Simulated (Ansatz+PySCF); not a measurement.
The numbers below are computed, except where a source is named.
Input for PySCF 2.14.0:

```python
from pyscf import gto, scf

mol = gto.M(atom="""
C 0.000000 0.000000 0.000000
C 0.883990 0.883990 0.883990
C 0.883990 -0.883990 -0.883990
C -0.883990 0.883990 -0.883990
C -0.883990 -0.883990 0.883990
H 0.275210 1.533630 1.533630
H 1.533630 0.275210 1.533630
H 1.533630 1.533630 0.275210
H 0.275210 -1.533630 -1.533630
H 1.533630 -0.275210 -1.533630
H 1.533630 -1.533630 -0.275210
H -1.533630 0.275210 -1.533630
H -1.533630 1.533630 -0.275210
H -0.275210 1.533630 -1.533630
H -1.533630 -1.533630 0.275210
H -0.275210 -1.533630 1.533630
H -1.533630 -0.275210 1.533630
""", basis='def2-svp', charge=0, spin=0)
mf = scf.UHF(mol)
mf.init_guess = '1e'
mf.kernel()
while True:  # follow internal instabilities
    mo, _, stable, _ = mf.stability(return_status=True)
    if stable: break
    mf.kernel(mf.make_rdm1(mo, mf.mo_occ))
print(mf.converged, mf.e_tot, mf.spin_square()[0])
```

The script is written out from the run's settings.

Results

```yaml
Converged: yes
Total_energy: -196.19609 hartree
Spin_squared_of_the_determinant: 0.000
```
